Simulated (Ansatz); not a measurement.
The same path of BFH2 + H3P (8 atoms, charge 0, multiplicity 1) was run 3 times with different band settings. Lost on the way: B1–F2, P5–H8. Made: B1–P5, F2–H8.

Level of theory: RHF/def2-SVP in Ansatz.

Relaxed end points:

```xyz
8
Properties=species:S:1:pos:R:3
B -0.025 0.698 -0.132
F -0.047 0.981 1.148
H 1.038 0.632 -0.678
H -1.069 0.521 -0.689
P 0.212 -3.350 1.183
H -0.568 -3.048 0.044
H 1.434 -2.907 0.629
H -0.071 -2.144 1.862
```

```xyz
8
Properties=species:S:1:pos:R:3
B 0.158 -0.524 -0.481
F -0.311 0.369 2.536
H 1.151 0.129 -0.604
H -0.900 -0.106 -0.849
P 0.237 -2.187 0.451
H -0.683 -3.006 -0.224
H 1.447 -2.763 0.030
H -0.194 -0.528 2.508
```

Common settings: movable images 5; spring 5.0 eV/Å²; force threshold 0.03 eV/Å; iteration limit 60; end points relaxed.

| run | climbing image | optimiser | start path |
| --- | --- | --- | --- |
| 1 | yes | quadratic models (default) | through a guess of the saddle point |
| 2 | yes | quadratic models (default) | straight line |
| 3 | from the first iteration | fire | through a guess of the saddle point |

Task: What does each run give, and how far can it be trusted?

Result: Run 1: converged after 20 iterations, highest image 2.516 eV above the first end. The profile has 2 maxima (images 2, 4) with wells between them (image 3): this band takes more than one step, which may be the mechanism or a detour left from its start path. Neighbouring images differ by up to 2.1 eV, so the band resolves the path poorly. A vibrational analysis at the climbing image gives one clearly imaginary mode, 1734i cm⁻¹: a first-order saddle point.
Run 2: converged after 22 iterations, highest image 2.516 eV above the first end. Neighbouring images differ by up to 1.8 eV, so the band resolves the path poorly. Another band between the same ends (5 images) ends at a top of the same energy, where a vibrational analysis finds 1 clearly imaginary mode.
Run 3: not converged after 60 iterations, highest image 2.517 eV above the first end. The band didn't meet its force threshold, so its energies are provisional: the largest band force was still 0.22 eV/Å, and over the last iterations the top stayed at 2.52 eV.
The orbitals stay closed-shell, which can raise the energy where a bond breaks towards radicals; this wasn't checked here.
